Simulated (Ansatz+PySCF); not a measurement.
The numbers below are computed, except where a source is named.
This PySCF input gave a total energy of -150.78722 hartree.

```python
from pyscf import gto, scf

mol = gto.M(atom="""
O 0.000000 0.000000 -0.108490
H 0.000000 0.000000 0.867930
O 10.000000 0.000000 -0.108490
H 10.000000 0.000000 0.867930
""", basis='cc-pvdz', charge=0, spin=2)
mf = scf.UHF(mol)
mf.init_guess = 'minao'
mf.kernel()
while True:  # follow internal instabilities
    mo, _, stable, _ = mf.stability(return_status=True)
    if stable: break
    mf.kernel(mf.make_rdm1(mo, mf.mo_occ))
print(mf.converged, mf.e_tot, mf.spin_square()[0])
```

Question: Write an input for Ansatz with the same method and basis set.

Answer:

```yaml
crystal:
  periodic: [false, false, false]
  atoms:
    - { symbol: O, position_ang: [0.0, 0.0, -0.10849] }
    - { symbol: H, position_ang: [0.0, 0.0, 0.86793] }
    - { symbol: O, position_ang: [10.0, 0.0, -0.10849] }
    - { symbol: H, position_ang: [10.0, 0.0, 0.86793] }
basis:
  gaussian: { orbitals: cc-pVDZ }
magnetization:
  spin_polarized: true
  initial_magnetization: 2
hamiltonian:
  xc: hf
```

Ansatz (development build ahead of 0.2.0) gave -150.78722 hartree, 0.00 meV from the first.
